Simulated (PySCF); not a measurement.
Coordinates in bohr (charge 0 multiplicity 2):
```
S     0.0586    0.0000   -0.6336
O    -2.3637    0.0000    0.6519
N     2.5659    0.0000    0.7016
```

Method: UPBE0/[S def2-TZVP, O def2-TZVP, N def2-TZVP], no relativity, density fitting, PySCF.

This geometry of SON is a stationary point at this level.

Q: What is the point group?

A: Cs.

Q: Is it a minimum?

A: Yes: all harmonic wavenumbers are real.

Q: What are the dipole moment and the gap between the highest occupied and lowest empty levels of either spin?

A: 1.32 D and 4.26 eV.

Q: Give the atomic charges and bond orders.

A: 
```json
{"atom": "S1", "Mulliken": "0.56", "Löwdin": "0.59", "polar tensor": "0.70", "spin (Mulliken)": "0.08", "Mayer order to S1": "–"}
{"atom": "O2", "Mulliken": "-0.36", "Löwdin": "-0.29", "polar tensor": "-0.51", "spin (Mulliken)": "0.04", "Mayer order to S1": "1.81"}
{"atom": "N3", "Mulliken": "-0.20", "Löwdin": "-0.30", "polar tensor": "-0.19", "spin (Mulliken)": "0.88", "Mayer order to S1": "2.03"}
```

This need not be the most stable arrangement of these atoms.
